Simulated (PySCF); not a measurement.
# Solver options tried on Mg2

Aim: find out which solver settings change the answer for Mg2.

Method: method and basis as typed in the scripts; program: PySCF 2.14.0.

2 further runs of the same task are left out: 2 that didn't finish.

**1. Where the work starts**

Mg2: 2 atoms, charge 0, spin multiplicity 1.

No contacts short enough for the rule that draws bonds.

**2. The run that the others are compared with**

input.py reads:

```python
from pyscf import gto, scf, mcscf

mol = gto.M(
    atom='Mg 0 0 0; Mg 0 0 3.116',
    basis='6-311g**',
    charge=0,
    spin=0,
    verbose=4,
)
mf = scf.RHF(mol)
mf.kernel()
mc = mcscf.CASCI(mf, 8, 6)
mc.kernel()
mc.analyze()
mf.dip_moment()
print('orbital energies (hartree):', mf.mo_energy[..., max(0, mol.nelec[1]-3):mol.nelec[0]+3].round(4))
```

Run with:

```sh
> OMP_NUM_THREADS=1 python input.py
```

The log of this run is left out.

Base result: E(SCF) = -399.200778 Eh, 7 cycles, E(CAS) − E(SCF) = -0.01979 Eh, μ = 0.00 D (of the SCF density).

The bond length is a typed value, not an optimised one.

**3. DIIS space 20**

Edit 1 changes DIIS space: default → 20.

input.py reads:

```python
from pyscf import gto, scf, mcscf

mol = gto.M(
    atom='Mg 0 0 0; Mg 0 0 3.116',
    basis='6-311g**',
    charge=0,
    spin=0,
    verbose=4,
)
mf = scf.RHF(mol)
mf.diis_space = 20
mf.kernel()
mc = mcscf.CASCI(mf, 8, 6)
mc.kernel()
mc.analyze()
mf.dip_moment()
print('orbital energies (hartree):', mf.mo_energy[..., max(0, mol.nelec[1]-3):mol.nelec[0]+3].round(4))
```

Run with:

```sh
> OMP_NUM_THREADS=1 python input.py
```

**4. Smearing width 0.2 hartree**

Edit 2 changes smearing width: none → 0.2 hartree; step after the SCF: casci → none.

Changes to input.py since step 2:

```diff
@@ -1,2 +1,2 @@
-from pyscf import gto, scf, mcscf
+from pyscf import gto, scf
 
@@ -10,6 +10,4 @@
 mf = scf.RHF(mol)
+mf = scf.addons.smearing_(mf, sigma=0.2, method='fermi')
 mf.kernel()
-mc = mcscf.CASCI(mf, 8, 6)
-mc.kernel()
-mc.analyze()
 mf.dip_moment()
```

**5. Convergence threshold 1e-05 hartree**

Edit 3 changes convergence threshold: default → 1e-05 hartree.

Changes to input.py since step 2:

```diff
@@ -10,2 +10,3 @@
 mf = scf.RHF(mol)
+mf.conv_tol = 1e-05
 mf.kernel()
```

**Question.** What will these runs give? Wanted: for each run, E(SCF); from base; gap; after the SCF.

The runs gave:

```tsv
run	E(SCF) (hartree)	from base (eV)	cycles	gap (eV)	after the SCF
base	-399.200778	0	7	6.16	CASCI correlation -0.538 eV
DIIS space 20	-399.200778	0.0000	7	6.16	CASCI correlation -0.538 eV
smearing width 0.2 hartree (poor choice)	-398.151838	not comparable	14	n/a	n/a
convergence threshold 1e-05 hartree	-399.200778	0.0000	5	6.16	CASCI correlation -0.538 eV
```

Distance from each run's final energy (log10 hartree) by cycle:

```tsv
run	cycle 1	cycle 2	cycle 3	cycle 5	cycle 8	cycle 12
base	-2.8	-3.7	-4.3	-7.1	done	done
DIIS space 20	-2.8	-3.7	-4.3	-7.1	done	done
smearing width 0.2 hartree (poor choice)	-0.8	-1.5	-1.9	-3.9	-8.0	-8.6
convergence threshold 1e-05 hartree	-2.8	-3.7	-4.3	-7.2	done	done
```

**Reading.** With DIIS space 20 or convergence threshold 1e-05 hartree the SCF ends at the base energy. The cycles with DIIS space 20 repeat those of the base digit for digit, so the setting never acted. Rows marked «poor choice» come from settings spoiled on purpose.
